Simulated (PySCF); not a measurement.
# Removal energies of B⁺ from EOM-IP-GCCSD

Reference: closed-shell B⁺, [He] 2s2; one electron is removed. Calculated with PySCF 2.14, two-component X2C-1e with screened spin-orbit coupling, an even-tempered Gaussian basis (20 s from 0.0048 bohr⁻², ratio 2.6; 13 p from 0.0062 bohr⁻², ratio 2.6; 9 d from 0.0063 bohr⁻², ratio 2.8; 5 f from 0.59 bohr⁻², ratio 2.8); frozen nothing; the 30 highest virtual spinors dropped; of the others 72 kept and the rest restored at second order. No Breit or QED terms. Binding energies in eV.

| level | Koopmans | second order | EOM-CCSD |
| --- | --- | --- | --- |
| 2s1/2 | 23.784 | 24.621 | 25.165 |

For comparison, the ionisation energy of B⁺ is 25.155 eV (measured; NIST Atomic Spectra Database, ionization energies).

The screened spin-orbit operator tends to give fine-structure splittings of light species too large.
